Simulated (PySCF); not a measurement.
CH₃O, SMILES C[O] (connectivity only; charge and spin as stated), charge -1, multiplicity 1. Atoms are numbered in the order given.

```xyz
5

C      0.0000     0.0000     0.5430
O      0.0000     0.0000    -0.7943
H      0.8876    -0.5125     1.0321
H      0.0000     1.0249     1.0321
H     -0.8876    -0.5125     1.0321
```
Charge -1, spin multiplicity 1.

Coordinates come from a B3LYP-D3(BJ)/def2-TZVPD optimisation. The multiplicity is an assumed one; other spin states were not compared. The isomer is the one that the SMILES or the coordinates give; other isomers of the formula were not compared.

Computed with B3LYP/def2-TZVPD run with PySCF.

Isolated molecule, no solvent. A positive occupied level means that this level leaves the electron formally unbound; only the finite basis holds it.

```json
{
  "total_energy": "-115.16027 hartree",
  "point_group": "C3v",
  "highest_occupied_level": "0.90 eV",
  "lowest_empty_level": "4.50 eV",
  "orbital_gap": "3.61 eV",
  "dipole_moment_about_the_centre_of_nuclear_charge": "2.17 D",
  "mean_static_polarisability": "40.3 bohr³ (5.97 Å³)",
  "polarisability_principal_values": "36.4, 36.4, 48.1 bohr³"
}
```
